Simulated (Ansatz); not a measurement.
hcp Mg: LDA at its full settings (plane-wave cutoff 520 eV, 18×18×12 k mesh (along the axes of the cell as run), Fermi–Dirac smearing 0.05 eV, scalar-relativistic PAW data made under PBE) and at cheaper ones, in a cell of 2 atoms with Γ-centred meshes.

```tsv
level and setting	lattice constant a (Å)	c axis length (Å)	bulk modulus B0 (GPa)
LDA (Ansatz)	3.134	5.083	39.7
LDA (250 eV cutoff) (Ansatz)	3.133	5.080	36.1
LDA (Γ point alone) (Ansatz)	2.571	9.455	6.96
LDA (2×2×2 k mesh) (Ansatz)	3.759	3.957	24.9
LDA (4×4×4 k mesh) (Ansatz)	3.122	5.083	40.8
```

Largest shifts from the full settings: lattice constant a +19.9 % (LDA (2×2×2 k mesh)), against a difference of -2.34 % of the full result from the reference 3.209 Å (measured, 293 K, not corrected to a static lattice; as tabulated in Wikipedia's data pages); lattice parameter c +86 % (LDA (Γ point alone)), against a difference of -2.44 % of the full result from the reference 5.210 Å (measured, 293 K, not corrected to a static lattice; as tabulated in Wikipedia's data pages); bulk modulus -82 % (LDA (Γ point alone)), against a difference of +2.8 % of the full result from the reference 38.6 GPa (measured, copied from a table, unchecked, extrapolated to 0 K and zero-point effects removed; as tabulated in Lejaeghere et al. (2013), arXiv:1204.2733).

The full settings aren't shown to be converged themselves.

Ansatz's density-functional and Hartree–Fock values are scalar-relativistic unless marked +SOC, with PAW data made under PBE.

Run with cheap settings on purpose, which may leave them unconverged: LDA (250 eV cutoff), LDA (2×2×2 k mesh), LDA (4×4×4 k mesh), LDA (Γ point alone).

Ansatz is a program for electronic structure.
